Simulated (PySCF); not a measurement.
From one molecule to another.

First species: acrylic acid, C3H4O2.
SMILES with atom numbers: `[CH2:1]=[CH:2][C:3](=[O:4])[OH:5]` (hydrogens: H6, H7 on C1; H8 on C2; H9 on O5)

Second species: C₄H₉PS.
Z-matrix (Å and degrees, GFN2-xTB geometry), rows numbered from 1:
```
C 
C   1  1.3210
P   2  1.8212  1  120.18
C   3  1.8398  2  103.14  1   126.16
C   3  1.8408  2  103.46  1  -126.54
S   3  1.9373  2  115.55  1     0.06
H   1  1.0804  2  119.87  3     0.31
H   1  1.0779  2  122.98  3  -179.72
H   2  1.0822  1  122.90  3   179.69
H   4  1.0877  3  111.41  2    52.98
H   4  1.0892  3  108.24  2   -68.08
H   4  1.0895  3  108.22  2   174.17
H   5  1.0892  3  108.37  2    67.01
H   5  1.0878  3  111.52  2   -54.12
H   5  1.0896  3  108.15  2  -175.24
```

Levels: B3LYP/def2-SVPD for dipole moment, HOMO energy, LUMO energy, HOMO–LUMO gap, static isotropic polarisability and electronic spatial extent ⟨r²⟩ about the centre of nuclear charge; TDDFT B3LYP/def2-SVPD for lowest singlet excitation; TDA B3LYP/def2-SVPD for lowest triplet excitation (Tamm–Dancoff); GFN2-xTB for rotational constant A and rotational constant C. Geometries: GFN2-xTB. Each species is one conformer at its optimised geometry, gas phase, non-relativistic unless stated; the electronic structure was computed with PySCF and density fitting.

Dipoles, sizes and rotational constants follow the conformer. The torsions of the flexible species, by atom-mapped SMILES:
- `[CH2:1]=[CH:2][C:3](=[O:4])[OH:5]`: C1–C2–C3–O4 0°, H–O5–C3–C2 180°
- `[CH2:1]=[CH:2][P:3]([CH3:4])([CH3:5])=[S:6]`: C1–C2–P3–C4 126°

Question: Which has the higher S1 energy?

Answer: The first: 4.71 eV against 4.35 eV, a difference of 0.36 eV.

Question: Which of the two has the higher T1 energy, and by how much?

Answer: The second: 4.24 eV against 3.89 eV, a difference of 0.35 eV.

Question: Which has the higher rotational constant A?

Answer: The first: 11.234 GHz against 2.346 GHz, a difference of 8.888 GHz.

Question: Which of the two has the higher ⟨r²⟩, and by how much?

Answer: The second: 913 bohr² against 396 bohr², a difference of 517 bohr².

Question: Which has the higher rotational constant C?

Answer: The first: 3.095 GHz against 1.629 GHz, a difference of 1.466 GHz.

Question: Which has the higher static isotropic polarisability?

Answer: The second: 96.6 au against 45.4 au, a difference of 51.2 au.

Question: Which of the two has the higher HOMO–LUMO gap, and by how much?

Answer: The first: 6.17 eV against 5.19 eV, a difference of 0.98 eV.

Question: Which of the two has the higher dipole moment, and by how much?

Answer: The second: 4.59 D against 1.67 D, a difference of 2.92 D.

On the first: The vertical singlet–triplet gap S1 − T1 is 0.82 eV (TDDFT singlet less Tamm–Dancoff triplet; S1: HOMO→LUMO, weight 0.98; T1: HOMO−1→LUMO, weight 0.96). The polarisability is 6.73 Å³ as a volume (1 au = 0.148185 Å³), or 1.20 au for each of the 38 electrons.

On the second: A dipole of 4.59 D is allowed in Cs, and pure rotational transitions are dipole-allowed. In wavenumbers S1 is 35100 cm⁻¹ (1 eV = 8065.54 cm⁻¹).
